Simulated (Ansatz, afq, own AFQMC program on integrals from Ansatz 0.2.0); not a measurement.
Two steps: Ansatz 0.2.0 writes the Fock matrix and Cholesky factors of the valence space, and afq projects on them the lowest state that overlaps trial and start.

```yaml
crystal:
  periodic: [false, false, false]
  atoms:
    - {symbol: Nb, position_ang: [0.000000, 0.000000, 0.000000]}
basis:
  gaussian: {orbitals: def2-TZVP}
magnetization: {spin_polarized: true, initial_magnetization: 5}
correlation: {method: ccsd_t, electrons: outside_noble_gas, hamiltonian_folder: ham}
```

```sh
$ ansatz run in.yaml --threads 1 --pin off --events-out ev --progress --plain --max-ram 16896MiB --backend cuda --devices 0, --max-vram 18GiB
```

Options of the walk:

```
--method phaseless --trial hf --walkers 4000 --populations 20 --least-time 40 --time-step 0.005 --steps-per-block 20 --equilibration-blocks 160 --max-blocks 4000 --target-error 0.00042 --factor-cut 1e-05 --start spin_pure --seed 7351 --taylor-order 6
```

Times are imaginary, in 1/Eh. The walk had a cap of 49 s. With eight or more populations the least sampling time is a fifth of least-time, and the error comes from their spread. Core potentials past Kr, no spin–orbit coupling.

```
orbitals 36  electrons 5 0  factors 237 of 237
reference energy -56.32806336 Eh
CCSD correlation -0.04684157 Eh in 10 cycles, weight of the determinant in the CISD state 0.9715
energy of the start -56.328063 Eh
 block  time / (1/Eh)  mean weight  energy / Eh
     1     0.100  1.0002  -56.337096
     2     0.200  1.0002  -56.344019
     3     0.300  1.0003  -56.349709
     4     0.400  1.0002  -56.354165
     5     0.500  1.0003  -56.357181
     8     0.800  1.0002  -56.364684
    13     1.300  1.0001  -56.370785
    31     3.100  1.0001  -56.373501
    43     4.300  1.0001  -56.375693
    49     4.900  0.9999  -56.374986
    67     6.700  0.9999  -56.373094
    85     8.500  0.9998  -56.373939
   103    10.300  1.0000  -56.373411
   121    12.100  1.0001  -56.373455
   139    13.900  0.9999  -56.372990
   157    15.700  1.0002  -56.370500
   175    17.500  1.0001  -56.373653
   193    19.300  1.0003  -56.373671
   211    21.100  0.9996  -56.373076
   229    22.900  1.0001  -56.371857
   235    23.500  1.0000  -56.373892
error from the spread of 20 populations
energy -56.372666 +/- 0.000266 Eh
(rows thinned)
```

**Question.** Estimate how long the walk took on 1 × NVIDIA H100 80GB HBM3 with 2 threads of AMD EPYC 7R13 Processor (Zen 3), with other jobs on the host (the card was shared).

**Answer.** 27 s of wall time.

The run passed its tests (sampling time, drift between the halves within three errors, error under three times the target), which doesn't prove that it has relaxed.

Against this walk (error 7.2 meV) on the same determinant: CCSD(T) 78.0 meV lower, CCSDT(Q) 84.6 meV lower, CCSDTQ 84.8 meV lower, full CI 84.8 meV lower, a separate phaseless walk with a CISD trial and standard settings 77.8 ± 7.4 meV lower. The error is statistical and leaves out the bias of the constraint. Full CI is exact here, so the walk's 85 meV above it is the walk's own error: the bias of the constraint with this trial. It lies above even CCSD, by 61 meV.

Cautions: constraint bias not in the error; no spin-orbit coupling; outer-core shells of the metal frozen.

CCSDT and higher add their correlation energy to the determinant of the CCSD(T) run, since their own runs factorise the integrals more tightly (a shift of under 2 meV).
